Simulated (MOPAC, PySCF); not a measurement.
System: CH2Cl, charge 0, multiplicity 2. SMILES: [CH2]Cl
Geometry from a B3LYP-D3(BJ)/def2-TZVP (Ansatz) optimisation:
```
C
H 1 1.0768
H 1 1.0768 2 124.26
Cl 1 1.6978 2 117.87 3 180.00
```
Charge 0, spin multiplicity 2.

Unscaled harmonic wavenumbers (cm⁻¹) in rising order, each level at the stationary point that it reaches from this structure (no distance between atoms moves by over 0.3 Å); the order of modes can differ between levels, and a negative number is imaginary. B3LYP-D3(BJ)/def2-TZVP (PySCF, at the structure above): 217, 834, 995, 1416, 3170, 3318.

PM6 (MOPAC): 793, 857, 941, 1286, 2725, 2759. Zero-point energy 13.4 against 14.2 kcal/mol; where all levels lie over 400 cm⁻¹, the wavenumbers are on average 0.914 times those of B3LYP-D3(BJ)/def2-TZVP.

PM7 (MOPAC): 762, 836, 949, 1314, 2713, 2747. Zero-point energy 13.3 against 14.2 kcal/mol; where all levels lie over 400 cm⁻¹, the wavenumbers are on average 0.914 times those of B3LYP-D3(BJ)/def2-TZVP.
